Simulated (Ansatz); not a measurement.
doublet CO(+): levels of theory in one basis

```yaml
atoms:
  - { symbol: C, position_ang: [0.0000, 0.0000, 0.0000] }
  - { symbol: O, position_ang: [0.0000, 0.0000, 1.5200] }
```

Basis set: def2-SVP (spherical functions). Frozen core: 2 orbitals. Correlation on ROHF uses semicanonical orbitals with singles. Charge 1, multiplicity 2.

Computed with Ansatz (development build ahead of 0.2.0); each method stands on the lowest determinant of its kind that the runs found.

| method | E − E(ROHF) (eV) | <S²> of the determinant |
| --- | --- | --- |
| ROHF | 0.00 | 0.75 |
| UHF | -0.26 | 1.12 |
| ROHF-MP2 | -6.52 | – |

(1) What does UHF-MP2 give on the same scale?

(2) Is a single determinant a sound starting point here?

Results:

(1) -6.33 eV.

(2) Only with care. Unrestricted orbitals gain 0.26 eV and <S²> is 1.12 against 0.75 for a pure state, a contamination that matters most for the unrestricted series.

Caution for UHF, UHF-MP2: the unrestricted determinant is spin contaminated. Caution for ROHF-MP2, UHF-MP2: bonds are stretched, where a single reference can fail.
